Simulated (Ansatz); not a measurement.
# BC⁺, singlet: the ladder up to full CI

Geometry: a point of a stretch scan, not a stationary point.

```xyz
2

B     0.0000    0.0000    0.0000
C     0.0000    0.0000    5.2880
```

Basis cc-pVDZ; Ansatz 0.2.0. Correlated methods freeze the noble-gas cores, which leaves 6 electrons in 26 orbitals. R marks a restricted (for open shells ROHF) determinant, U an unrestricted one. Active spaces: pair = (2e, 2o) about the gap; valence = (6e, 8o) chosen from the atoms' valence shells.

Full CI is exact within this basis and frozen core; it isn't the basis-set limit. The frozen core follows each run's orbitals, which can shift R against U totals by a few meV.

The UHF ⟨S²⟩ is 1.012, the T1 diagnostic (RCCSD) is 0.0087 and the largest doubles amplitude (RCCSD) is 0.303.

```
   level  E − E(RHF) (eV)
    RMP2          -2.6720
   RCCSD          -4.3564
RCCSD(T)          -4.4388
```

Estimate how far full CI in cc-pVDZ lies from RCCSD(T). The table doesn't fix it; the size of (T) and the diagnostics are the guide.

Full CI in cc-pVDZ lies 10.4 kJ/mol below RCCSD(T), which is 131 % of the (T) step (-7.9 kJ/mol). More than one determinant leads, and the rest is a large part of (T). The miss exceeds 1 kcal/mol.

The other levels:

```json
{"level": "UHF†", "E − E(full CI) (kJ/mol)": "270.6", "share of correlation (%)": "–", "wall time": "–"}
{"level": "UMP2†", "E − E(full CI) (kJ/mol)": "57.6", "share of correlation (%)": "–", "wall time": "–"}
{"level": "CISD", "E − E(full CI) (kJ/mol)": "64.3", "share of correlation (%)": "85.35", "wall time": "0.45 s"}
{"level": "UCCSD*†", "E − E(full CI) (kJ/mol)": "-94.7", "share of correlation (%)": "–", "wall time": "–"}
{"level": "UCCSD(T)*†", "E − E(full CI) (kJ/mol)": "-112.8", "share of correlation (%)": "–", "wall time": "2.1 s"}
{"level": "BCCD(T)", "E − E(full CI) (kJ/mol)": "10.5", "share of correlation (%)": "97.61", "wall time": "0.39 s"}
{"level": "RCCSDT", "E − E(full CI) (kJ/mol)": "8.9", "share of correlation (%)": "97.97", "wall time": "–"}
{"level": "UCCSDT*†", "E − E(full CI) (kJ/mol)": "-139.2", "share of correlation (%)": "–", "wall time": "–"}
{"level": "RCCSDT(Q)", "E − E(full CI) (kJ/mol)": "4.9", "share of correlation (%)": "98.89", "wall time": "1 s"}
{"level": "UCCSDT(Q)*†", "E − E(full CI) (kJ/mol)": "-141.3", "share of correlation (%)": "–", "wall time": "7.5 s"}
{"level": "RCCSDTQ", "E − E(full CI) (kJ/mol)": "0.0", "share of correlation (%)": "100.00", "wall time": "31 s"}
```

An asterisk marks runs whose energy the program itself flagged as in doubt. A dagger marks rows that describe another state than the reference (another or a broken symmetry, a higher spin or other natural occupations), so the difference isn't the method's error.

The correlation energy at full CI, counted from RHF, is -4.547 eV. That run took 15 s on 1 thread of Arm Neoverse V2, shared host over 1,690,944 determinants.

Run but not shown, since their state or frozen core can't be matched to the reference's or they repeat it: CASSCF (pair space), NEVPT2 (pair space), CASSCF (valence space), NEVPT2 (valence space), MRCISD (valence space), MRCISD+Q (valence space).

Times hold each run's SCF and search for its determinant on a shared host, so for small cases they say little of a method's own cost; they ran on 1 thread of Arm Neoverse V2.

Unrestricted levels hold only the spin's projection, and here they fall towards a lower state of higher spin.

The full-CI state has the irrep A1 of C2v, in the program's axes (one component, if the state is degenerate).

Natural occupations of full CI about the gap: 1.930 1.839 1.382 0.320 0.320 0.053 0.053 0.053 0.011 0.009; effectively unpaired electrons, Σ n²(2−n)², 1.45. No single determinant describes this state well, so single-reference rows can miss without a flag.
